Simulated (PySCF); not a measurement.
## Electron affinity of P by level of theory

P- [Ne] 3s2 3p4 (3P) → P [Ne] 3s2 3p3 (4S), as a difference of total energies. Computed with PySCF 2.14 in aug-cc-pwCVDZ, with no relativity, point nucleus. Correlated levels: valence: [Ne] frozen. The calculations carry no spin-orbit coupling.

| method | electron affinity (eV) |
| --- | --- |
| UHF | -0.366 |
| MP2 (valence) | 0.266 |
| SCS-MP2 (valence) | 0.302 |
| CCSD (valence) | 0.303 |
| CCSD(T) (valence) | 0.356 |
| CCSDT (valence) | 0.369 |

A first-order spin-orbit estimate (lowest level to lowest level, LS coupling) adds 0.012 eV.

Errors of the correlated levels include the incompleteness of this basis and the frozen core.

A negative affinity means that the anion lies above the atom at that level of theory.

For comparison: 0.747 eV (measured; photodetachment measurements, as compiled on the Wikipedia data page of electron affinities).
